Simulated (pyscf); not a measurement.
**Routes from F–W(F)(=S)=S (SMILES [F][W]([F])(=[S])=[S]) + HCl (SMILES Cl)**

Candidate steps break at most two bonds and form at most two. Each was searched with GFN2-xTB (tblite) first. Structures and frequencies: ωB97X-D3(BJ)/def2-SVP in PySCF. Energies: ωB97M-D3(BJ)/def2-TZVP, kcal/mol, from the separated reactants, singlet surface; ΔG‡ with ideal gas, 1 atm, RRHO with modes under 100 cm⁻¹ raised to 100, one conformer, R ln 2 for chiral ones without a mode under 150 cm⁻¹.

```json
[
 {"products": "F–W(=S)(=S)–Cl + HF", "type": "four-centre exchange", "ΔE‡": "10.9", "ΔE": "-0.1", "ΔG‡ 298 K": "20.6", "ΔG‡ 900 K": "41.9", "ν‡ (cm⁻¹)": "561i"},
 {"products": "F–W(F)(=S)(SH)–Cl", "type": "addition across a multiple bond or ene-type step", "ΔE‡": "14.4", "ΔE": "-12.9", "ΔG‡ 298 K": "22.7", "ΔG‡ 900 K": "43.0", "ν‡ (cm⁻¹)": "953i"}
]
```

Row 1: On the reactant side the descent ends in an adduct with a Cl–W contact, 1.4 kcal/mol under the separated species and 7.3 kcal/mol under the saddle at ωB97X-D3(BJ)/def2-TZVP. Row 2: On the product side the descent ends in a point that may be a rotor saddle (no frequency run), 2.0 kcal/mol over the lowest minimum found and 25.9 kcal/mol under the saddle at ωB97X-D3(BJ)/def2-TZVP. 

Plain bond fissions and candidates not yet searched are not listed, and one of them may be faster. Each barrier is that of the saddle found; lower ones may exist. Elements past Kr carry the def2 core potentials, without spin-orbit coupling.
